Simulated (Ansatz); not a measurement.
# BSiH₃ (singlet): wave-function methods side by side at distance Si1–B2 = 2.366 Å, cc-pVTZ

One table from this session's results is given with a row withheld; the runs are named, their logs left out.

The runs use Ansatz 0.2.0, Gaussian basis; cc-pVTZ, core rule «outside noble gas», up to 6 orbitals frozen.

Plan: UHF; CCSD(T) on RHF; CCSD(T) on UHF; BCCD(T) on RHF; CCSDT(Q) on RHF; CCSDT(Q) on UHF; CASSCF and NEVPT2, 2 electrons in 2 orbitals; CASSCF and NEVPT2, 10 electrons in 11 orbitals.

**The system**

The geometry derives from a PBE0/def2-TZVP stationary point (not a proven minimum). One bond is set to the value named and the two fragments are kept rigid.

5 atoms, charge 0, spin multiplicity 1.

Atoms are counted from 1 here; the program's logs count them from 0.

Bond lengths: Si1–H3 1.491 Å, Si1–H4 1.491 Å, Si1–H5 1.491 Å. Angles: H3–Si1–H4 109.0°, H3–Si1–H5 109.0°, H4–Si1–H5 109.0°.

The first run:

Contents of in.yaml:

```yaml
crystal:
  periodic: [false, false, false]
  atoms:
    - {symbol: Si, position_ang: [-0.573415, -0.004957, 0.000484]}
    - {symbol: B, position_ang: [1.792496, 0.015495, -0.001512]}
    - {symbol: H, position_ang: [-1.094865, 1.392386, 0.002978]}
    - {symbol: H, position_ang: [-1.075651, -0.712011, 1.213874]}
    - {symbol: H, position_ang: [-1.077731, -0.708454, -1.214111]}
basis:
  gaussian: {orbitals: cc-pVTZ}
magnetization: {spin_polarized: true, initial_magnetization: 0}
hamiltonian: {xc: hf}
output: {orbitals: {seedname: orbitals}}
```

On the command line:

```
$ ansatz run in.yaml --threads 1 --pin off --events-out ev --progress --plain --max-ram 2560MiB --backend cpu
```

Among the steps run: UHF; CCSD(T) on RHF; CCSD(T) on UHF; BCCD(T) on RHF; CCSDT(Q) on RHF; CCSDT(Q) on UHF; CASSCF and NEVPT2, 2 electrons in 2 orbitals; CASSCF and NEVPT2, 10 electrons in 11 orbitals.

One of the session's tables, all rows but one given; the rest of the session is left out.

| method | from RCCSDT(Q) (kJ/mol) |
| --- | --- |
| RHF | +658.6 |
| UHF | +636.5 |
| RMP2 | +150.4 |
| UMP2 | +167.1 |
| RCCSD | +25.7 |
| UCCSD | +26.7 |
| RCCSD(T) | +4.7 |
| UCCSD(T) | +4.8 |
| BCCD(T) | +4.6 |
| RCCSDT | +1.1 |
| UCCSDT | +1.3 |
| RCCSDT(Q) | 0 |
| UCCSDT(Q) | 0.0 |
| CASSCF pair | +599.9 |
| NEVPT2 pair | ? |
| CASSCF valence | +393.4 |
| NEVPT2 valence | +121.0 |

**Question.** Estimate the row for NEVPT2 pair.

The run gave: from RCCSDT(Q) (kJ/mol): +146.4. In the column «from RCCSDT(Q) (kJ/mol)» it lies between NEVPT2 valence (+121.0) and RMP2 (+150.4).

Limits of these values: The determinant of HF (⟨S²⟩ 0.58) is far from a pure spin state, so its energy mixes those of several spin states; that is harmless only where they are near-degenerate. The determinant of CCSD(T) (⟨S²⟩ 0.58) is far from a pure spin state, so its energy mixes those of several spin states; high orders of coupled cluster remove much of that, low ones don't. The determinant of CCSDT(Q) (⟨S²⟩ 0.58) is far from a pure spin state, so its energy mixes those of several spin states; high orders of coupled cluster remove much of that, low ones don't. Restricted and unrestricted rows rest on different reference determinants; a gap between their highest levels can come from leftover correlation error, from unlike frozen cores or from another state.
